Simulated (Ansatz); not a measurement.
H5NSi (`N[SiH3]`), relaxed with RKS PBE-D4/def2-SVP in Ansatz 0.2.0 from a rough embedded geometry. The force threshold is 0.03 eV/Å; the program also tests the step.

Charge 0, multiplicity 1.

Start:

```xyz
7

N     0.542    0.962    0.118
Si   -0.163   -0.619    0.104
H    -0.297    1.620    0.329
H     0.915    1.125   -0.790
H    -0.763   -0.890    1.437
H    -1.192   -0.629   -0.962
H     0.958   -1.569   -0.236
```

Question: By how much does the energy fall, and how many steps does the optimiser take? (An estimate is asked.)

Answer: Computed: 28.23 kJ/mol, in 5 steps.

Question: Which bonds change most? (Estimate.)

Answer: Ansatz gave: N1–H3 from 1.087 to 1.024 Å; Si2–H6 from 1.482 to 1.516 Å; N1–H4 from 0.995 to 1.024 Å; Si2–H5 from 1.487 to 1.505 Å.

Question: Give the relaxed structure. (Best estimate.)

Answer: Ansatz gave: 
```xyz
7

N     0.473    0.986    0.081
Si   -0.199   -0.627    0.053
H    -0.139    1.749    0.382
H     1.013    1.289   -0.734
H    -0.779   -0.904    1.414
H    -1.293   -0.907   -0.959
H     0.924   -1.585   -0.237
```
